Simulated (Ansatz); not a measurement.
Geometry optimisation, RKS PBE0-D4/STO-3G (Ansatz).

input.yaml

```yaml
crystal:
  periodic: [false, false, false]
  atoms:
    - { symbol: F, position_ang: [-1.0016, -0.2909, -3.5288] }
    - { symbol: C, position_ang: [0.3061, 0.6007, 1.1903] }
    - { symbol: C, position_ang: [-0.2623, 0.8003, -0.0891] }
    - { symbol: C, position_ang: [-0.3455, -0.332, -0.8379] }
    - { symbol: S, position_ang: [0.3101, -1.6767, 0.0225] }
    - { symbol: C, position_ang: [0.6726, -0.6921, 1.3963] }
    - { symbol: H, position_ang: [0.4335, 1.3822, 1.9238] }
    - { symbol: H, position_ang: [-0.6038, 1.7583, -0.4417] }
    - { symbol: H, position_ang: [-0.6463, -0.421, -1.8957] }
    - { symbol: H, position_ang: [1.1372, -1.1288, 2.2602] }
total_charge: -1
basis:
  gaussian: { orbitals: STO-3G }
hamiltonian:
  xc: pbe0
  dispersion: d4
relax:
  f_tol: 0.02
  max_steps: 40
scf:
  lower_state_search: "off"
output:
  orbitals: {}
```

Command:

```bash
$ ansatz run input.yaml --threads 1 --pin off --max-ram 2048MiB --backend cpu --events-out ev --progress --plain --runs-dir out
```

Q: Where does it end, and by what steps?

A: It converged. Limits of this set-up: minimal basis, an anion without diffuse functions, the dipole of an ion depends on the origin. After 11 steps the energy has fallen by 2.530 eV; H9 moved furthest, 0.55 Å. Parted: C4–H9. Joined: F1–H9.

```
step  energy less start (eV)  largest force component (eV/Å)  accepted
   0                  0.0000                           4.470       yes
   1                 -1.0871                           5.712       yes
   2                 -1.7897                           4.905       yes
   3                 -2.2184                           4.653       yes
   4                 -2.4517                           1.224       yes
   5                 -2.2670                           2.368        no
   6                 -2.5073                           0.294       yes
   7                 -2.5122                           0.438       yes
   8                 -2.5288                           0.117       yes
   9                 -2.5301                           0.022       yes
  10                 -2.5303                           0.021       yes
  11                 -2.5303                           0.007       yes
```

```xyz
10
Properties=species:S:1:pos:R:3
F -1.099 -0.475 -3.417
C 0.314 0.596 1.275
C -0.212 0.821 -0.055
C -0.268 -0.260 -0.919
S 0.387 -1.634 0.021
C 0.685 -0.703 1.465
H 0.406 1.372 2.041
H -0.550 1.820 -0.349
H -0.771 -0.393 -2.432
H 1.109 -1.143 2.368
```

Run time: 41 s on 1 thread of Arm Neoverse N1, on a shared host, peak memory 0.11 GiB.
